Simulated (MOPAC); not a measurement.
MOPAC input (PM7):

```
PM7 1SCF GEO-OK AUX(PRECISION=9) THREADS=1
C3H6

C     0.00214948 1    0.86797098 1    0.00149051 1
C     0.75058129 1   -0.43583539 1   -0.00746307 1
C    -0.75273077 1   -0.43213559 1    0.00597256 1
H     0.01171755 1    1.45362880 1    0.91078734 1
H    -0.00451006 1    1.45678848 1   -0.90578946 1
H     1.25028356 1   -0.72912596 1   -0.92080071 1
H     1.26651116 1   -0.73228564 1    0.89577609 1
H    -1.25388730 1   -0.72608269 1    0.91830178 1
H    -1.27011491 1   -0.72292301 1   -0.89827503 1
```

Problem. What heat of formation does the run end on, and which ionisation energy by Koopmans theorem?

Solution. 12.99 kcal/mol; 11.59 eV.
